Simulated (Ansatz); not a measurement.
# C2H4: the cost of one run

Method: the levels named in each step, in Ansatz 0.2.0.

### 1 Starting point

Bond lengths: C1–C2 1.316 Å, C1–H3 1.078 Å, C1–H4 1.078 Å, C2–H5 1.078 Å, C2–H6 1.078 Å. Angles: C1–C2–H5 122.0°, C1–C2–H6 122.0°, H5–C2–H6 116.0°, C2–C1–H3 122.0°, C2–C1–H4 122.0°, H3–C1–H4 116.0°.

Structure file:

```xyz
6

C    -0.6568   -0.0426   -0.0037
C     0.6568    0.0425    0.0036
H    -1.2861    0.8205    0.1403
H    -1.1678   -0.9796   -0.1538
H     1.2861   -0.8207   -0.1395
H     1.1678    0.9797    0.1530
```

### 2 A rough first relaxation, PBE-D4/def2-SVP

This run stands in another session on the same molecule. It ended at:

```xyz
6

C    -0.6688   -0.0434   -0.0038
C     0.6688    0.0433    0.0038
H    -1.3088    0.8416    0.1455
H    -1.1876   -1.0035   -0.1592
H     1.3089   -0.8423   -0.1415
H     1.1875    1.0041    0.1552
```

### 3 Relaxation, HF/STO-3G

input.yaml reads:

```yaml
crystal:
  periodic: [false, false, false]
  atoms:
    - { symbol: C, position_ang: [-0.6687657, -0.04335254, -0.00381113] }
    - { symbol: C, position_ang: [0.66877084, 0.04329676, 0.00380238] }
    - { symbol: H, position_ang: [-1.30882821, 0.84163119, 0.14548558] }
    - { symbol: H, position_ang: [-1.18758261, -1.00348476, -0.15919164] }
    - { symbol: H, position_ang: [1.30887573, -0.84230766, -0.14153971] }
    - { symbol: H, position_ang: [1.18753996, 1.00408702, 0.15523453] }
basis:
  gaussian: { orbitals: STO-3G }
hamiltonian:
  xc: hf
relax:
  f_tol: 0.002
  max_steps: 150
```

The run is started by

```bash
$ ansatz run input.yaml --threads 2 --pin off --max-ram 5120MiB --backend cpu --events-out ev --progress --plain --runs-dir out
```

What time and memory should one allow on 2 threads of Intel Xeon at 2.50GHz (Skylake/Cascade Lake), shared host?

About 7 s, with a peak of 0.081 GiB.
